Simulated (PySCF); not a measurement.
N2.
Geometry (B3LYP/6-31+G*, Å), atoms numbered from 1 in this order:
```
atom  x, y, z in Å
N1     0.5548   -0.0026   -0.0036
N2    -0.5503    0.0032   -0.0106
```

Method: B3LYP/6-31+G* geometry optimisation, gas phase (PySCF).

Take the most abundant isotopes and a rigid rotor. 

(1) What are the moment of inertia and the rotational constant?

(2) List the first levels of a rigid rotor in a Σ state.

(3) Has it a pure rotational spectrum?

## Answers

(1) I = 8.551 u·Å², B = 505379 MHz·u·Å²/I = 59100 MHz (1.9714 cm⁻¹, or 2.836 K as hB/k). For two atoms I = μr² with μ = 7.0015 u and r = 1.1051 Å.

(2) E(J) = BJ(J+1): J = 1: 3.943, J = 2: 11.828, J = 3: 23.657, J = 4: 39.428, J = 5: 59.141, J = 6: 82.798 cm⁻¹.

(3) Not by electric dipole: D∞h allows no dipole (computed 0.00 D). Rotational Raman lines (ΔJ = 2) lie at B(4J + 6), spaced by 4B = 7.886 cm⁻¹, with nuclear-spin weights that differ between even and odd J.

Not checked by B3LYP/6-31+G* frequencies. Constants of a rigid frame at the computed geometry: no zero-point averaging, no centrifugal distortion.
